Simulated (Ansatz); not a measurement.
Relaxation of C$_{5}$H$_{9}$F (15 atoms, charge 0, multiplicity 1), to a largest force component of 0.015 eV/Å in at most 40 steps.

Theory: Ansatz 0.2.0, RKS B3LYP/cc-pVDZ.

```xyz
15
Properties=species:S:1:pos:R:3
C -1.802 -1.397 -0.088
C -0.520 -1.303 -0.213
C 0.366 -0.578 0.724
F -0.227 -0.006 1.762
C 1.233 0.509 0.052
C 0.392 1.668 -0.503
H -2.427 -1.894 -0.816
H -2.328 -0.834 0.708
H -0.035 -1.804 -0.997
H 1.077 -1.314 1.210
H 1.843 0.088 -0.704
H 1.929 0.950 0.836
H -0.289 2.128 0.255
H 1.018 2.446 -0.885
H -0.252 1.290 -1.312
```

Where does it end, and by what steps?

It converged. After 6 steps the energy has fallen by 0.413 eV; F4 moved furthest, 0.12 Å.

```tsv
step	energy less start (eV)	largest force component (eV/Å)	accepted
0	0.0000	3.271	yes
1	-0.3199	1.174	yes
2	-0.3813	0.559	yes
3	-0.3965	0.536	yes
4	-0.4115	0.153	yes
5	-0.4128	0.025	yes
6	-0.4129	0.013	yes
```

```xyz
15
Properties=species:S:1:pos:R:3
C -1.837 -1.379 -0.078
C -0.512 -1.298 -0.215
C 0.402 -0.569 0.731
F -0.346 -0.001 1.774
C 1.236 0.535 0.072
C 0.400 1.675 -0.514
H -2.448 -1.932 -0.794
H -2.342 -0.897 0.762
H -0.007 -1.789 -1.055
H 1.088 -1.300 1.200
H 1.862 0.067 -0.708
H 1.929 0.928 0.835
H -0.244 2.116 0.262
H 1.049 2.470 -0.914
H -0.251 1.323 -1.329
```

Time of the run: 32 s on 2 threads of Arm Neoverse V1 (shared host), peak memory 0.33 GiB.
